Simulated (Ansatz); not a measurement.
Take Ag in the fcc (Cu type) structure (space group Fm-3m, No. 225; a = 4.106 Å) as the base.

The values are results of Kohn–Sham DFT with the r2SCAN functional, run in Ansatz (a program for electronic structure) with PAW and 500 eV plane waves, no SOC, earlier PAW set, not measurements.

Modification: full substitution Ag → Al, then cell and atoms are relaxed.

Measured lattice parameter a: Ag 4.062 Å (static lattice; corrected from measurement; as listed in Daniel Mejia-Rodriguez, S. B. Trickey, Phys. Rev. B (2018)); Al 4.018 Å (static lattice; corrected from measurement; as listed in Daniel Mejia-Rodriguez, S. B. Trickey, Phys. Rev. B (2018)).

Question: How well does r2SCAN reproduce the measured shift?

Answer: With r2SCAN the lattice parameter a moves by -0.115 Å (4.106 → 3.991) against -0.044 Å measured.

No phonon test of stability was made.
